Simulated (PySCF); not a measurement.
# Solvent effects on NMR parameters

Cartesian coordinates in Å; atom numbers follow the order of the lines, from 1:
```xyz
11

Si    1.442    0.714    0.010
C     0.231   -0.720   -0.134
Si   -1.584   -0.263    0.062
H     2.850    0.244   -0.175
H     1.148    1.748   -1.029
H     1.329    1.354    1.357
H     0.490   -1.478    0.626
H     0.368   -1.198   -1.120
H    -1.986    0.723   -0.987
H    -1.822    0.354    1.403
H    -2.455   -1.472   -0.065
```

GIAO PBE0/pcSseg-1 in PySCF on one PBE0-D3(BJ)/def2-SVP conformer, non-relativistic, equivalent nuclei averaged. Solvents enter as an IEF-PCM continuum (benzene with ε = 2.3, acetonitrile with ε = 35.7) around the gas-phase geometry. Shifts are referred to TMS computed in the same medium.

Gas phase, δ in ppm: Si1/Si3 -65.7, C2 -16.8, H4/H5/H6/H9/H10/H11 3.99, H7/H8 -0.22. Dipole moment 0.81 D.

(1) How does each δ change in the continuum?

(2) Which nuclei move most (in ppm), and what does the model miss?

Results:

(1) 
```tsv
atoms	environment	Δδ, benzene	Δδ, acetonitrile
Si1/Si3	silicon bonded to C, 3 H	+0.4	+0.8
C2	sp3 CH2 bonded to 2 Si	+0.2	+0.4
H4/H5/H6/H9/H10/H11	hydrogen on a silicon bonded to C	-0.04	-0.09
H7/H8	hydrogen on an sp3 CH2 bonded to 2 Si	+0.11	+0.25
```

Changes are relative to the gas phase. The dipole moment becomes 0.93 D in benzene, 1.09 D in acetonitrile.

(2) Si1/Si3 (silicon bonded to C, 3 H, +0.8 ppm) in acetonitrile. A continuum only polarises the solute; specific hydrogen bonds, the anisotropy of aromatic solvents and changes of geometry or conformer are outside it.
